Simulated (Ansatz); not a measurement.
`N[SiH2]S` → `NS` + `[SiH2]` at 400 K and 1 bar (silylene formation by 1,1-elimination).

Isolated molecules relaxed with PBE0-D4/def2-TZVP in Ansatz; ΔE leaves out vibrations. CCSD(T)/CBS adds triple-zeta CCSD(T) − MP2 to the extrapolated MP2 energy (def2 sets, frozen cores). This one scheme is used for every species. Each species was taken in one conformer, which may not be the lowest.

```json
{"species": "`N[SiH2]S`", "CCSD(T)/CBS energy (Eh)": "-744.61970", "H − E (kJ/mol)": "165.6", "S (J/(mol·K))": "342.7"}
{"species": "`NS`", "CCSD(T)/CBS energy (Eh)": "-454.25783", "H − E (kJ/mol)": "110.0", "S (J/(mol·K))": "262.0"}
{"species": "`[SiH2]`", "CCSD(T)/CBS energy (Eh)": "-290.19011", "H − E (kJ/mol)": "44.2", "S (J/(mol·K))": "218.1"}
```

H − E and S are ideal-gas, rigid-rotor, harmonic terms from PBE0-D4/def2-TZVP, for one conformer and one mirror image of each species. 1 Eh = 2625.50 kJ/mol, R = 8.31446 J/(mol·K).

Problem. By hand: ΔE, ΔH, ΔS and ΔG.

Solution. ΔE = (-454.25783) + (-290.19011) − (-744.61970) = 0.17176 Eh = 451.0 kJ/mol. Δ(H − E) = 110.0 + 44.2 − 165.6 = -11.4, so ΔH = 439.6 kJ/mol. ΔS = 262.0 + 218.1 − 342.7 = 137.4 J/(mol·K). ΔG = 439.6 − 400 × (137.4)/1000 = 384.6 kJ/mol.

Problem. By hand: the equilibrium constant, and the temperature at which ΔG would vanish if ΔH and ΔS stayed fixed.

Solution. log₁₀ K = −ΔG/(RT ln 10) = -50.2. ΔG = 0 at ΔH/ΔS = 3199 K, far beyond where these terms or the molecules hold.

The number of gas molecules changes by +1, which sets the sign of ΔS. A doubt of 5 kJ/mol in ΔE shifts log₁₀ K by 0.7 here. Other conformers and mirror images would add mixing entropy, several J/(mol·K) or more a flexible species. These are equilibria of isolated gas molecules and say nothing of rates. Largest T1 diagnostic: 0.014 (customary marks: 0.02 for closed shells, 0.045 for open ones).
